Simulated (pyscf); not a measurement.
# Four-centre exchange: `[AlH2][AsH2]` + `[OH2]` → `[AsH3]` + `[OH][AlH2]`

Gas phase, singlet surface, charge 0. Bonds broken: As1–Al2, O7–H8. Bonds formed: As1–H8, Al2–O7. Optimised with ωB97X-D3(BJ)/def2-SVP in PySCF. Correlated levels are frozen-core, on RHF or UHF. ΔMP2 is the change of the MP2 total energy from the triple- to the quadruple-zeta basis.

Transition state (Å):

```xyz
9

As     0.1734     1.7151     1.4379
Al    -0.0747    -0.5193    -0.0774
H      1.3376     0.7527     1.1589
H      0.2845     2.3700     0.0739
H      0.2039    -0.1014    -1.5722
H      0.6120    -1.7388     0.6684
O     -1.8367    -0.3217     0.4576
H     -1.2247     0.6289     1.0615
H     -2.2649    -0.9613     1.0427
```

One imaginary mode, 1220i cm⁻¹; descent along it reached the two sides named, in the forms told below.

```tsv
bond	change	reactant side (Å)	saddle	product side
As1–Al2	breaks	2.446	2.7	3.3
O7–H8	breaks	0.970	1.282	2.562
As1–H8	forms	2.9	1.810	1.524
Al2–O7	forms	2.041	1.852	1.717
```

Electronic energies relative to the separated reactants (kcal/mol):

```
level                             barrier  reaction energy  reverse barrier
--------------------------------  -------  ---------------  ---------------
ωB97X-D3(BJ)/def2-TZVP               -2.3            -17.0             14.6
PBE/def2-TZVP                        -5.9            -18.3             12.4
r²SCAN/def2-TZVP                     -6.8            -20.5             13.8
B3LYP-D3(BJ)/def2-TZVP               -3.1            -21.2             18.1
PBE0-D3(BJ)/def2-TZVP                -4.5            -17.4             12.9
M06-2X/def2-TZVP                     -4.2            -21.0             16.9
ωB97M-D3(BJ)/def2-TZVP               -2.7            -21.2             18.5
HF/def2-TZVP                         13.9            -23.1             37.0
MP2/def2-QZVPP                       -2.4            -19.0             16.6
CCSD/def2-TZVPP                       2.7            -19.8             22.5
CCSD(T)/def2-TZVPP                    0.1            -19.4             19.5
CCSD(T)/def2-TZVPP + ΔMP2(QZVPP)     -0.1            -18.9             18.8
```

With CCSD(T)/def2-TZVPP + ΔMP2(QZVPP) energies and thermal terms (ideal gas, 1 atm, RRHO with modes under 100 cm⁻¹ raised to 100, one conformer, R ln 2 for rigid chiral ones), in kcal/mol:

| T (K) | ΔH‡ | ΔG‡ | ΔH | ΔG |
|---|---|---|---|---|
| 298 | -2.2 | 8.6 | -20.3 | -19.9 |
| 600 | -2.0 | 19.5 | -20.7 | -19.2 |
| 900 | -1.2 | 30.1 | -20.8 | -18.4 |
| 1200 | -0.4 | 40.4 | -20.6 | -17.6 |

On the reactant side the descent ends in an adduct with a Al–O contact, 22.5 kcal/mol under the separated species and 20.2 kcal/mol under the saddle at ωB97X-D3(BJ)/def2-TZVP. On the product side the descent ends in a complex, 4.6 kcal/mol under the separated species and 19.3 kcal/mol under the saddle at ωB97X-D3(BJ)/def2-TZVP. At ωB97X-D3(BJ), PBE, r²SCAN, B3LYP-D3(BJ), PBE0-D3(BJ), M06-2X, ωB97M-D3(BJ), MP2 the saddle lies under the separated reactants, which points to a path from their complex (located at ωB97X-D3(BJ) alone). What is counted as formed (Al–O) is already present as a longer contact in the reactant adduct; forming that adduct is a step of its own. One saddle was located; it need not be the lowest between these sides. The CCSD(T) − MP2 part came from Ansatz, without density fitting, on the same reference. The frozen core leaves the outer d or s,p core shells of the metals and heavy elements correlated in the MP2 and CC values, and def2-TZVPP describes them poorly, which can shift differences by a few kcal/mol. Elements up to Kr have no core potential and no relativistic terms here.
